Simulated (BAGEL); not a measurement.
# C2H4N2O (SMILES N=C=C(N)O) at 4 levels

We compute a comparison of 4 runs (HF/6-31G*, B3LYP/6-31G*, PBE0/6-31G*, RI-MP2/6-31G*) of C2H4N2O. 

Program for the calculation: BAGEL 1.2.2.

20 further runs of the same task are left out: 1 that didn't finish, 19 set aside as unsound or not needed.

## (1) The molecule

The species is C2H4N2O (9 atoms), meant as a singlet with charge 0. SMILES: `N=C=C(N)O`. The coordinates come from a PBE0-D4/def2-TZVP relaxation. This is one conformer, not always the lowest.

Bond lengths: N1–C2 1.234 Å, C2–C3 1.313 Å, C3–N4 1.397 Å, C3–O5 1.372 Å, N1–H6 1.025 Å, N4–H7 1.008 Å, N4–H8 1.013 Å, O5–H9 0.961 Å. Angles: N1–C2–C3 172.4°, C2–C3–N4 124.3°, C2–C3–O5 123.2°, N4–C3–O5 112.2°, C2–N1–H6 113.3°, C3–N4–H7 113.0°, C3–N4–H8 112.7°, C3–O5–H9 108.7°, H7–N4–H8 110.7°.

## (2) A single-point energy at HF/6-31G(d) (density fitting with qzvpp-jkfit, spherical functions) (run 1)

calc.json

```json
{ "bagel" : [

{
  "title" : "molecule",
  "basis" : "6-31gs.json",
  "df_basis" : "qzvpp-jkfit",
  "angstrom" : true,
  "geometry" : [
    { "atom" : "N", "xyz" : [       0.060400,       2.088800,      -0.524300 ] },
    { "atom" : "C", "xyz" : [      -0.039400,       0.921100,      -0.136400 ] },
    { "atom" : "C", "xyz" : [       0.028900,      -0.321900,       0.282000 ] },
    { "atom" : "N", "xyz" : [      -0.110400,      -1.439500,      -0.544700 ] },
    { "atom" : "O", "xyz" : [       0.120600,      -0.665300,       1.607600 ] },
    { "atom" : "H", "xyz" : [      -0.844800,       2.534800,      -0.702400 ] },
    { "atom" : "H", "xyz" : [      -0.457900,      -1.209500,      -1.462700 ] },
    { "atom" : "H", "xyz" : [       0.740400,      -1.985900,      -0.610800 ] },
    { "atom" : "H", "xyz" : [       0.590700,       0.031200,       2.074800 ] }
  ]
},

{
  "title" : "hf"
},

{
  "title" : "print",
  "file" : "orbitals.molden",
  "orbitals" : true
}

]}
```

The basis set 6-31G* is read from a file made from the Basis Set Exchange's data (not shown).

Launch:

```console
$ BAGEL_NUM_THREADS=1 BAGEL calc.json > calc.out
```

Standard output:

```text
* using 1 threads per process

  ===============================================================
  ===============================================================

  *** Geometry ***

  { "atom" : "N", "xyz" : [      0.114139,      3.947260,     -0.990783 ] },
  { "atom" : "C", "xyz" : [     -0.074455,      1.740627,     -0.257759 ] },
  { "atom" : "C", "xyz" : [      0.054613,     -0.608303,      0.532903 ] },
  { "atom" : "N", "xyz" : [     -0.208626,     -2.720261,     -1.029334 ] },
  { "atom" : "O", "xyz" : [      0.227901,     -1.257235,      3.037924 ] },
  { "atom" : "H", "xyz" : [     -1.596441,      4.790078,     -1.327344 ] },
  { "atom" : "H", "xyz" : [     -0.865306,     -2.285624,     -2.764102 ] },
  { "atom" : "H", "xyz" : [      1.399153,     -3.752807,     -1.154245 ] },
  { "atom" : "H", "xyz" : [      1.116261,      0.058959,      3.920804 ] },

  Number of auxiliary basis functions:      453

  Since a DF basis is specified, we compute 2- and 3-index integrals:
    o Being stored without compression. Storage requirement is 0.022 GB

  Number of basis functions:       78
  Number of electrons      :       38

    * METHOD: MOLECULE                             0.18

  *** RHF ***

  === Nuclear Repulsion ===
   160.9999080328

      * DIIS with orbital gradients will be used.

  === RHF iteration (6-31gs.json) ===
      0       -261.47977189          0.02340372           0.07
      1       -261.64902706          0.01456091           0.06
      2       -261.72497646          0.00233261           0.06
      3       -261.72760480          0.00089551           0.05
      4       -261.72803197          0.00023939           0.07
      5       -261.72809470          0.00013200           0.05
      6       -261.72811402          0.00006234           0.07
      7       -261.72811934          0.00001430           0.06
      8       -261.72811948          0.00000700           0.06
      9       -261.72811951          0.00000319           0.05
     10       -261.72811952          0.00000165           0.05
     11       -261.72811953          0.00000081           0.04
     12       -261.72811953          0.00000051           0.05
     13       -261.72811953          0.00000028           0.05
     14       -261.72811953          0.00000008           0.05
     15       -261.72811953          0.00000004           0.04
     16       -261.72811953          0.00000002           0.04
     17       -261.72811953          0.00000001           0.05
    * SCF iteration converged.

    * Permanent dipole moment:
           (   -0.041744,    -0.083657,     0.330959) a.u.

    * METHOD: HF                                   1.12

    * METHOD: PRINT                                0.01

  ===============================================================
```

It took 1.8 s on 1 thread of Intel Xeon 6975P-C (Granite Rapids), shared host; peak memory 0.095 GiB.

## (3) The energy at B3LYP/6-31G(d) (density fitting with qzvpp-jkfit, spherical functions) (run 2)

dft.json

```json
{ "bagel": [

{
  "title": "molecule",
  "basis": "6-31gs.json",
  "df_basis": "qzvpp-jkfit",
  "angstrom": true,
  "geometry": [
    { "atom": "N", "xyz": [    0.060400,    2.088800,   -0.524300 ] },
    { "atom": "C", "xyz": [   -0.039400,    0.921100,   -0.136400 ] },
    { "atom": "C", "xyz": [    0.028900,   -0.321900,    0.282000 ] },
    { "atom": "N", "xyz": [   -0.110400,   -1.439500,   -0.544700 ] },
    { "atom": "O", "xyz": [    0.120600,   -0.665300,    1.607600 ] },
    { "atom": "H", "xyz": [   -0.844800,    2.534800,   -0.702400 ] },
    { "atom": "H", "xyz": [   -0.457900,   -1.209500,   -1.462700 ] },
    { "atom": "H", "xyz": [    0.740400,   -1.985900,   -0.610800 ] },
    { "atom": "H", "xyz": [    0.590700,    0.031200,    2.074800 ] }
  ]
},
{
  "title": "ks",
  "xc_func": "b3lyp"
},
{
  "title": "print",
  "file": "orbitals.molden",
  "orbitals": true
}

]}
```

The basis set 6-31G* is read from a file made from the Basis Set Exchange's data (not shown).

Launch:

```console
$ BAGEL_NUM_THREADS=1 BAGEL dft.json > dft.out
```

Standard output:

```text
* using 1 threads per process

  ===============================================================
  ===============================================================

  *** Geometry ***

  { "atom" : "N", "xyz" : [      0.114139,      3.947260,     -0.990783 ] },
  { "atom" : "C", "xyz" : [     -0.074455,      1.740627,     -0.257759 ] },
  { "atom" : "C", "xyz" : [      0.054613,     -0.608303,      0.532903 ] },
  { "atom" : "N", "xyz" : [     -0.208626,     -2.720261,     -1.029334 ] },
  { "atom" : "O", "xyz" : [      0.227901,     -1.257235,      3.037924 ] },
  { "atom" : "H", "xyz" : [     -1.596441,      4.790078,     -1.327344 ] },
  { "atom" : "H", "xyz" : [     -0.865306,     -2.285624,     -2.764102 ] },
  { "atom" : "H", "xyz" : [      1.399153,     -3.752807,     -1.154245 ] },
  { "atom" : "H", "xyz" : [      1.116261,      0.058959,      3.920804 ] },

  Number of auxiliary basis functions:      453

  Since a DF basis is specified, we compute 2- and 3-index integrals:
    o Being stored without compression. Storage requirement is 0.022 GB

  Number of basis functions:       78
  Number of electrons      :       38

    * METHOD: MOLECULE                             0.18

  *** Kohn-Sham DFT ***

    * Removing 16962 points whose weight is below 1.00e-10
    * Grid points: 117192

  === Nuclear Repulsion ===
   160.9999080328

       - DIIS with orbital gradients will be used.

  === KS iteration (b3lyp / 6-31gs.json) ===
      0       -226.60409709          0.15688722           0.49
      1       -149.59386405          0.24162444           0.59
      2       -207.25135510          0.19309803           0.45
      3       -247.53419274          0.16146603           0.43
      4       -258.88587671          0.09021209           0.41
      5       -262.23214585          0.04977209           0.43
      6       -263.07620629          0.02096263           0.43
      7       -263.04208561          0.02231667           0.32
      8       -263.22837642          0.00770116           0.31
      9       -263.25001219          0.00110495           0.32
     10       -263.25044765          0.00037778           0.37
     11       -263.25050005          0.00009487           0.38
     12       -263.25050366          0.00002839           0.37
     13       -263.25050391          0.00001551           0.37
     14       -263.25050392          0.00001479           0.35
     15       -263.25050401          0.00000306           0.34
     16       -263.25050401          0.00000139           0.34
     17       -263.25050402          0.00000039           0.32
     18       -263.25050402          0.00000020           0.30
     19       -263.25050402          0.00000012           0.31
     20       -263.25050402          0.00000005           0.30
     21       -263.25050402          0.00000007           0.30
     22       -263.25050402          0.00000002           0.31
     23       -263.25050402          0.00000001           0.31
    * SCF iteration converged.

    * Permanent dipole moment:
           (   -0.054122,    -0.036413,     0.296629) a.u.

    * METHOD: KS                                   9.44

    * METHOD: PRINT                                0.01

  ===============================================================
```

It took 10 s on 1 thread of Intel Xeon 6975P-C (Granite Rapids), shared host; peak memory 0.42 GiB.

Run 3 isn't shown in full; the table further down has it.

## (4) A single-point energy at RI-MP2/6-31G(d) (density fitting with qzvpp-jkfit, spherical functions) (run 4)

input.json

```json
{ "bagel" : [

{
  "title" : "molecule",
  "basis" : "6-31gs.json",
  "df_basis" : "qzvpp-jkfit",
  "angstrom" : true,
  "geometry" : [
    { "atom" : "N", "xyz" : [       0.060400,       2.088800,      -0.524300 ] },
    { "atom" : "C", "xyz" : [      -0.039400,       0.921100,      -0.136400 ] },
    { "atom" : "C", "xyz" : [       0.028900,      -0.321900,       0.282000 ] },
    { "atom" : "N", "xyz" : [      -0.110400,      -1.439500,      -0.544700 ] },
    { "atom" : "O", "xyz" : [       0.120600,      -0.665300,       1.607600 ] },
    { "atom" : "H", "xyz" : [      -0.844800,       2.534800,      -0.702400 ] },
    { "atom" : "H", "xyz" : [      -0.457900,      -1.209500,      -1.462700 ] },
    { "atom" : "H", "xyz" : [       0.740400,      -1.985900,      -0.610800 ] },
    { "atom" : "H", "xyz" : [       0.590700,       0.031200,       2.074800 ] }
  ]
},

{ "title" : "hf" },

{ "title" : "mp2", "ncore" : 5 }

]}
```

The basis set 6-31G* is read from a file made from the Basis Set Exchange's data (not shown).

Launch:

```console
$ BAGEL_NUM_THREADS=1 BAGEL input.json > input.out
```

Standard output:

```text
* using 1 threads per process

  ===============================================================
  ===============================================================

  *** Geometry ***

  { "atom" : "N", "xyz" : [      0.114139,      3.947260,     -0.990783 ] },
  { "atom" : "C", "xyz" : [     -0.074455,      1.740627,     -0.257759 ] },
  { "atom" : "C", "xyz" : [      0.054613,     -0.608303,      0.532903 ] },
  { "atom" : "N", "xyz" : [     -0.208626,     -2.720261,     -1.029334 ] },
  { "atom" : "O", "xyz" : [      0.227901,     -1.257235,      3.037924 ] },
  { "atom" : "H", "xyz" : [     -1.596441,      4.790078,     -1.327344 ] },
  { "atom" : "H", "xyz" : [     -0.865306,     -2.285624,     -2.764102 ] },
  { "atom" : "H", "xyz" : [      1.399153,     -3.752807,     -1.154245 ] },
  { "atom" : "H", "xyz" : [      1.116261,      0.058959,      3.920804 ] },

  Number of auxiliary basis functions:      453

  Since a DF basis is specified, we compute 2- and 3-index integrals:
    o Being stored without compression. Storage requirement is 0.022 GB

  Number of basis functions:       78
  Number of electrons      :       38

    * METHOD: MOLECULE                             0.20

  *** RHF ***

  === Nuclear Repulsion ===
   160.9999080328

      * DIIS with orbital gradients will be used.

  === RHF iteration (6-31gs.json) ===
      0       -261.47977189          0.02340372           0.06
      1       -261.64902706          0.01456091           0.06
      2       -261.72497646          0.00233261           0.06
      3       -261.72760480          0.00089551           0.06
      4       -261.72803197          0.00023939           0.06
      5       -261.72809470          0.00013200           0.06
      6       -261.72811402          0.00006234           0.06
      7       -261.72811934          0.00001430           0.05
      8       -261.72811948          0.00000700           0.04
      9       -261.72811951          0.00000319           0.04
     10       -261.72811952          0.00000165           0.05
     11       -261.72811953          0.00000081           0.04
     12       -261.72811953          0.00000051           0.04
     13       -261.72811953          0.00000028           0.04
     14       -261.72811953          0.00000008           0.04
     15       -261.72811953          0.00000004           0.04
     16       -261.72811953          0.00000002           0.04
     17       -261.72811953          0.00000001           0.04
    * SCF iteration converged.

    * Permanent dipole moment:
           (   -0.041744,    -0.083657,     0.330959) a.u.

    * METHOD: HF                                   1.00

  *** RHF ***

  === Nuclear Repulsion ===
   160.9999080328

      * DIIS with orbital gradients will be used.

  === RHF iteration (6-31gs.json) ===
      0       -261.72811953          0.00000000           0.05
    * SCF iteration converged.

    * Permanent dipole moment:
           (   -0.041744,    -0.083656,     0.330959) a.u.

  === DF-MP2 calculation ===

    * freezing 5 orbitals
    * 3-index integral transformation done
    * assembly done

      MP2 correlation energy:   -0.7396305859      0.04

      MP2 total energy:       -262.4677501128

    * METHOD: MP2                                  0.14

  ===============================================================
```

Wall time 1.7 s (1 thread of Intel Xeon 6975P-C (Granite Rapids), shared host); peak memory 0.1 GiB.

## (5) Overview of the runs

```
run                                                                  level  frozen core orbitals  energy (Eh)  dipole moment (D)  HOMO energy (eV)  LUMO energy (eV)  wall time
  1      HF/6-31G* (density fitting with qzvpp-jkfit, spherical functions)                     –  -261.728120               0.87             -8.28              4.06      1.8 s
  2   B3LYP/6-31G* (density fitting with qzvpp-jkfit, spherical functions)                     –  -263.250504               0.77             -5.00             -0.38       10 s
  3    PBE0/6-31G* (density fitting with qzvpp-jkfit, spherical functions)                     –  -262.956976               0.80             -5.26             -0.20       11 s
  4  RI-MP2/6-31G* (density fitting with qzvpp-jkfit, spherical functions)                     5  -262.467750                  –                 –                 –      1.7 s
```

## (6) Summary of results

| quantity | value |
| --- | --- |
| run 4: total energy | -262.46775 Eh |
| run 4: correlation energy (5 core orbitals frozen) | -739.6 mEh |

Over runs 1, 2, 3 the dipole moment (its size) runs from 0.77 D (B3LYP/6-31G*) to 0.87 D (HF/6-31G*). Over runs 1, 2, 3 the HOMO–LUMO gap runs from 4.61 eV (B3LYP/6-31G*) to 12.33 eV (HF/6-31G*). Exact exchange widens orbital gaps. Totals of different functionals can't be ranked against each other. All runs together took 25 s, the longest 11 s.
